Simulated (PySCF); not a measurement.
Metal–ligand bonds in Zn(CH3)1–Y. Isolated molecules, 0 K electronic values unless said otherwise. One relaxed conformer stands for each flexible species; it need not be the lowest. Multiplicities are imposed; where one is given, others were not computed. Strings in code marks are SMILES.

Calculation: PBE-D3(BJ)/def2-TZVP // PBE-D3(BJ)/def2-SVP (PySCF). All candidates: neutral, multiplicity 2. 

```
Quantity                         Result
-----------------------------  --------
dipole moment                    0.00 D
highest occupied spin orbital  -5.38 eV
```

**Question.** Name which member has these values.
A) `C[N]C`
B) [Zn(CH3)]
C) `C[O]`
D) `[CH3]`

**Answer.** D, `[CH3]`. The others give [Zn(CH3)]: 0.37 D, -4.17 eV; `C[O]`: 2.10 D, -5.97 eV; `C[N]C`: 1.70 D, -5.56 eV
